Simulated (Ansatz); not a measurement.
## A basis-limit estimate, worked out

An elementary step of BH4F, closed shell (BH₂F ([BH2][F]) + H₂ → BH₃ + HF; bonds formed: B1–H6, F2–H5; bonds broken: B1–F2, H5–H6). “Start” is the structure reached by relaxing down from the saddle towards the reactants; PBE0-D4/def2-TZVP structures. The saddle:

```
6
angstrom
B -0.3110 0.1111 -0.2313
F 1.3149 0.2017 -0.0971
H -0.5880 -0.5783 -1.1598
H -0.7778 1.1906 -0.0554
H 0.7013 -0.3458 0.6744
H -0.3395 -0.5791 0.8692
```

Ansatz 0.2.0; basis: def2-TZVPP and def2-QZVPP; cores frozen in the correlated methods.

Energies in eV:

| quantity | saddle | start |
| --- | --- | --- |
| Hartree–Fock, triple zeta (X = 3) | -3440.10760 | -3442.57492 |
| Hartree–Fock, quadruple zeta (X = 4) | -3440.27250 | -3442.75503 |
| MP2 correlation, X = 3 | -11.25122 | -10.55526 |
| MP2 correlation, X = 4 | -12.14280 | -11.44048 |
| CCSD(T) correlation, X = 3 | -12.09900 | -11.43700 |

(1) Work out the barrier at the basis limit: extrapolate Hartree–Fock as E(X) = E∞ + A exp(−7.88 √X) and the MP2 correlation as E(X) = E∞ + B X^−2.97 (the exponents that Neese and Valeev fitted for def2-TZVPP and QZVPP), then add CCSD(T) − MP2 in triple zeta.

The T1 diagnostic stays at or below 0.013.

## Answers

(1) Each step is linear, so take the differences first (saddle − start): Hartree–Fock 2.46732 (X = 3) and 2.48253 (X = 4); MP2 correlation -0.69596 and -0.70232; CCSD(T) correlation -0.66200.
Two points give E∞ = E(4) + w [E(4) − E(3)], with w = 1/(exp(7.88 (2 − √3)) − 1) = 0.1377 for Hartree–Fock and w = 1/((4/3)^2.97 − 1) = 0.7407 for the correlation.
Hartree–Fock: 2.48253 + 0.1377 × 0.01521 = 2.4846 eV.
MP2 correlation: -0.70232 + 0.7407 × (-0.00636) = -0.7070 eV.
CCSD(T) − MP2: -0.66200 − (-0.69596) = 0.0340 eV.
Sum: 2.4846 + (-0.7070) + 0.0340 = 1.8116 eV, or 41.78 kcal/mol. Plain CCSD(T) in triple zeta gives 1.8053 eV, so the larger basis shifts the result by 0.0063 eV.

Labels in which every atom is bracketed show which atoms are joined, not bond orders.

For scale, one of the runs: CCSD(T)/def2-TZVPP, 118 basis functions, launched by `ansatz run in.yaml --threads 2 --pin off --events-out ev --progress --plain --max-ram 4352MiB`. The run took about 3.1 s on 2 CPU threads of an Arm Neoverse V2 (shared host).
